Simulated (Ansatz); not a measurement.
The first iterations of a band of C2H4FNO (9 atoms, charge 0, multiplicity 1).

These are results of RKS PBE/def2-SVP (Ansatz 0.2.0), not measurements.

- movable images: 5
- climbing image: yes
- spring: 20.0 eV/Å²
- optimiser: quadratic models (default)
- start path: through a guess of the saddle point
- force threshold: 0.05 eV/Å
- iteration limit: 60
- end points: relaxed

Initial state:

```xyz
9
Properties=species:S:1:pos:R:3
C 1.124 0.399 0.628
N 0.214 -0.533 0.002
C -0.892 -0.152 -0.474
O -1.790 -0.946 -1.072
F -1.369 1.108 -0.468
H 2.017 0.550 -0.016
H 1.497 -0.029 1.582
H 0.685 1.399 0.841
H -1.396 -1.842 -1.039
```

Final state:

```xyz
9
Properties=species:S:1:pos:R:3
C 1.032 0.430 0.753
N -0.029 -0.457 0.331
C -0.748 -0.194 -0.673
O -1.748 -0.962 -1.128
F -0.648 0.891 -1.463
H 1.150 1.339 0.124
H 1.998 -0.118 0.758
H 0.855 0.754 1.801
H -1.774 -1.730 -0.520
```

| iteration | highest image above the first end (eV) | largest band force component (eV/Å) |
| --- | --- | --- |
| 1 | 3.348 | 14.049 |
| 2 | 2.375 | 2.766 |
| 3 | 1.146 | 3.713 |

Does the band converge within its limit, and where does its top end?

The run converged. It ended after 10 iterations with the highest image 0.030 eV above the first end. Another band between the same ends (5 images) ends at a top of the same energy, where a vibrational analysis finds 1 clearly imaginary mode.

The run took 45 s on 2 threads of Intel(R) Xeon(R) Platinum 8488C (Sapphire Rapids) (shared host), peak memory 0.14 GiB.
